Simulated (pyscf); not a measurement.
5 gas-phase steps of one pattern: four-centre exchange on the singlet surface, Al–C + H–O or B–C + H–O or C–Ga + H–O broken and Al–O + C–H or B–O + C–H or C–H + Ga–O formed. Single points on ωB97X-D3(BJ)/def2-SVP structures (PySCF, gas phase). Electronic energies in kcal/mol, between the relaxed ends of the descent from the saddle (adducts or complexes of the species named), with the reactant end as zero; ΔE‡ and ΔE at ωB97X-D3(BJ)/def2-TZVP. Rows were drawn at random from the steps of this pattern with a verified saddle, stable references and a bound adduct at one end at least.

```
row                                      step     ΔE   ΔE‡
---  ----------------------------------------  -----  ----
1                H₂B–CH₃ + H₂O → H₂B–OH + CH₄  -25.2  26.9
2        H₃C–AlH–CH₃ + H₂O → CH₄ + H₃C–AlH–OH  -19.2     ?
3    H₃C–Al(OH)–OH + H₂O → CH₄ + HO–Al(OH)–OH  -15.1  20.1
4       H₃C–GaH–CH₃ + H₂O -> CH₄ + H₃C–GaH–OH  -11.4  23.5
5    H₃C–Ga(OH)–OH + H₂O → CH₄ + HO–Ga(OH)–OH   -3.2  32.3
```

Problem. From a straight line through the complete rows, estimate the missing barrier and say how far the line can be trusted.

Solution. Over the 4 complete rows the means are -13.7 (ΔE) and 25.7 (ΔE‡); least squares gives b = 0.23 and a = 28.9 kcal/mol, with residuals of 4.1 kcal/mol (root mean square; largest 5.3, row 3). For row 2: 28.9 + 0.23 × (-19.2) = 24.5 kcal/mol. The computed barrier is 16.3 kcal/mol, 8.2 under the line. The scatter is large against the spread of the barriers, so the line says little here. Each barrier is that of the saddle found. Elements up to Kr have no core potential and no relativistic terms here.
